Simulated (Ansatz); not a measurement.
Program: Ansatz. Geometries: PBE0-D4/def2-TZVP. ΔE: electronic, gas phase. CCSD(T)/CBS adds triple-zeta CCSD(T) − MP2 to the extrapolated MP2 energy (def2 sets, frozen cores). This one scheme is used for every species. One conformer a species, not always the lowest.

`F[SiH2]Cl` + H₂S → `S[SiH2]Cl` + H–F  (ligand exchange at the Si–F bond)

`F[SiH2]Cl`:

```xyz
5

F     0.169   -0.653   -1.443
Si   -0.103    0.047   -0.042
Cl    1.420   -0.411    1.228
H    -1.361   -0.491    0.508
H    -0.125    1.508   -0.251
```

H₂S:

Cartesian coordinates in Å:
```
S 0.170 0.577 0.149
H 0.762 -0.623 0.251
H -0.932 0.046 -0.400
```

`S[SiH2]Cl`:

Z-matrix (Å, degrees):
```
Si
Cl 1 2.054
S 1 2.120 2 112.9
H 1 1.478 2 108.5 3 -116.6
H 1 1.479 2 106.5 3 122.3
H 3 1.344 1 94.3 2 70.4
```

H–F:

Cartesian coordinates in Å:
```
F 0.328 0.319 0.047
H -0.328 -0.319 -0.047
```

```json
{"species": "`F[SiH2]Cl`", "SCS-MP2/def2-QZVPP energy (Eh)": "-849.86809"}
{"species": "H₂S", "SCS-MP2/def2-QZVPP energy (Eh)": "-398.93269"}
{"species": "`S[SiH2]Cl`", "SCS-MP2/def2-QZVPP energy (Eh)": "-1148.40649"}
{"species": "H–F", "SCS-MP2/def2-QZVPP energy (Eh)": "-100.36288"}
```

Problem. Work out ΔE.

Solution. ΔE = (-1148.40649) + (-100.36288) − (-849.86809) − (-398.93269) = 0.03141 Eh = +19.7 kcal/mol. CCSD(T)/CBS gives +18.3 kcal/mol.

Largest T1 diagnostic among the species: 0.010.

From BLYP to BHLYP (50 % exact exchange), in def2-TZVPP and without D4, ΔE moves by +1.0 kcal/mol. Leaving LDA and LC-ωPBE aside and taking each functional with its dispersion term where it has one, the values, not all of them listed here, spread over 6.5 kcal/mol, from revPBE-D4 to CAM-B3LYP-D4. At CCSD(T), def2-SVP lies +1.2 kcal/mol from the extrapolated value and def2-TZVPP +0.9 kcal/mol.
